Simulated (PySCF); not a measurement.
H3P, charge +1, multiplicity 2. Atoms are numbered in the order given.

```xyz
4

P      0.0000     0.0000     0.0622
H     -1.1826    -0.6828    -0.3109
H      0.0000     1.3655    -0.3109
H      1.1826    -0.6828    -0.3109
```
Charge +1, spin multiplicity 2.

The structure is a stationary point at PBE-D3(BJ)/def2-TZVPD. The spin state was assumed, not searched.

These are CAM-B3LYP/def2-TZVPD run with PySCF values and carry that method's errors.

Mulliken values depend strongly on the basis, most of all with diffuse functions as here. ESP charges are fitted to the potential on shells at 1.4 to 2.0 van der Waals radii. Atomic charges (e):

```json
[
 {"atom": "P1", "meta-Löwdin": "0.61", "ESP fit": "?", "Mulliken": "0.27", "Mulliken spin": "0.98"},
 {"atom": "H2", "meta-Löwdin": "0.13", "ESP fit": "?", "Mulliken": "0.24", "Mulliken spin": "0.01"},
 {"atom": "H3", "meta-Löwdin": "0.13", "ESP fit": "?", "Mulliken": "0.24", "Mulliken spin": "0.01"},
 {"atom": "H4", "meta-Löwdin": "0.13", "ESP fit": "?", "Mulliken": "0.24", "Mulliken spin": "0.01"}
]
```

Problem. Fill in the missing entries. (The exact figures need the calculation; the answer reports its results.)

Solution. 
- P1, ESP fit: 0.51
- H2, ESP fit: 0.16
- H3, ESP fit: 0.16
- H4, ESP fit: 0.16
